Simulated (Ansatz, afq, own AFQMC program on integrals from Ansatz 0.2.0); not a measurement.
## Atomization energy of SiNH$_{2}$, doublet

```xyz
4

Si    0.0000    0.0000    0.6455
N     0.0000    0.0000   -1.0599
H     0.0000    0.8350   -1.6290
H     0.0000   -0.8350   -1.6290
```

Connectivity, by distances: Si–NH2.

Atoms in their ground-state spins without spin–orbit coupling (mostly on UHF) minus the molecule (UHF), without zero-point energy. The geometry is a stationary point, not shown to be a minimum.

Basis cc-pVTZ. Only valence electrons are correlated. Ansatz 0.2.0 and our own AFQMC program on the same integrals; the CISD trial comes from CCSD amplitudes, and released means the phaseless constraint is let go. Error bars are statistical, one sigma. The errors of all members are added in quadrature.

No full CI on the walks' own integrals is used here. The released AFQMC energy serves as the reference, which it does only where one determinant dominates, the energy is flat over the last release times and near the phaseless one (40 meV or 2 meV an electron, half that with transition metals). On small molecules, where full CI could be run and the noise was under 10 meV, such values lay within 10 meV of it in 19 cases of 20, a flattering rate, since the rule was set on those same cases; what remains of the bias isn't in the error bar. Each member takes its own surest rung, up to full CI.

Errors are counted within cc-pVTZ, not against nature.

Cautions: SiNH₂ (doublet): the released value is read at 1.50 1/Eh (meV from the phaseless value at times in 1/Eh: -2 ± 5 at 0.24, -2 ± 5 at 0.50, -3 ± 6 at 1.00, -6 ± 4 at 1.50); other spins of the molecule weren't checked.

Reference (AFQMC with the constraint released): 1151.7 ± 0.4 kJ/mol.

```
        level  atomization energy (kJ/mol)  error against released AFQMC (kJ/mol)
           HF                        780.9                           -370.7 ± 0.4
          MP2                       1158.5                              6.8 ± 0.4
         CCSD                       1128.6                            -23.1 ± 0.4
      CCSD(T)                       1150.6                             -1.0 ± 0.4
  ph-AFQMC/HF                 1164.0 ± 3.7                             12.4 ± 3.7
ph-AFQMC/CISD                 1152.3 ± 0.7                              0.6 ± 0.8
```

Correlation beyond CCSD(T) adds 1.0 ± 0.4 kJ/mol. The perturbative (T) step is worth +22.0 kJ/mol.

A walk keeps the symmetry of its determinant, which the program's search chose and which needn't be the lowest solution, so a lower state of the same spin and another symmetry isn't excluded. Released energies are given only where the last usable release times agree within the noise; a slower fall can still hide under it.
